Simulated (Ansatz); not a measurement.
Frontier orbitals of CH$_{3}$AlO (`[CH3][Al]=[O]`).

Total charge 0; spin multiplicity 1. All single points use the PBE0-D4/def2-TZVP geometry. Basis def2-TZVPP, Ansatz 0.2.0.

```json
{"functional": "LDA (SPW92)", "HOMO (eV)": "-6.14", "LUMO (eV)": "-2.52", "gap (eV)": "3.62"}
{"functional": "PBE", "HOMO (eV)": "-5.93", "LUMO (eV)": "-2.32", "gap (eV)": "3.61"}
{"functional": "r2SCAN", "HOMO (eV)": "-6.15", "LUMO (eV)": "-1.98", "gap (eV)": "4.17"}
{"functional": "PBE0", "HOMO (eV)": "-7.23", "LUMO (eV)": "-1.52", "gap (eV)": "5.71"}
{"functional": "B3LYP", "HOMO (eV)": "-7.01", "LUMO (eV)": "-1.81", "gap (eV)": "5.20"}
{"functional": "BHLYP", "HOMO (eV)": "-8.48", "LUMO (eV)": "-0.81", "gap (eV)": "7.67"}
{"functional": "CAM-B3LYP", "HOMO (eV)": "-8.66", "LUMO (eV)": "-0.65", "gap (eV)": "8.01"}
{"functional": "ωB97X-V", "HOMO (eV)": "-9.65", "LUMO (eV)": "0.39", "gap (eV)": "10.04"}
{"functional": "ωB97M-V", "HOMO (eV)": "-9.62", "LUMO (eV)": "0.10", "gap (eV)": "9.72"}
{"functional": "HF", "HOMO (eV)": "-10.55", "LUMO (eV)": "1.10", "gap (eV)": "11.65"}
```

(1) What is the vertical ionisation energy at frozen-core CCSD(T)/CBS(def2)? (Estimate.)

Answers

(1) The calculation gave: 9.71 eV (T1 of the cation 0.013).

From PBE to PBE0 the HOMO moves by −1.30 eV and the LUMO by +0.81 eV, and with ωB97M-V by −3.69 and +2.42 eV, so the gap grows from 3.61 to 9.72 eV with exact exchange. A positive LUMO is unbound and depends on the basis. −ε(HOMO) differs from that ionisation energy by −3.78 eV with PBE and −0.09 eV with ωB97M-V.

B3LYP here is the variant with VWN-RPA as its local correlation; programs differ in this.
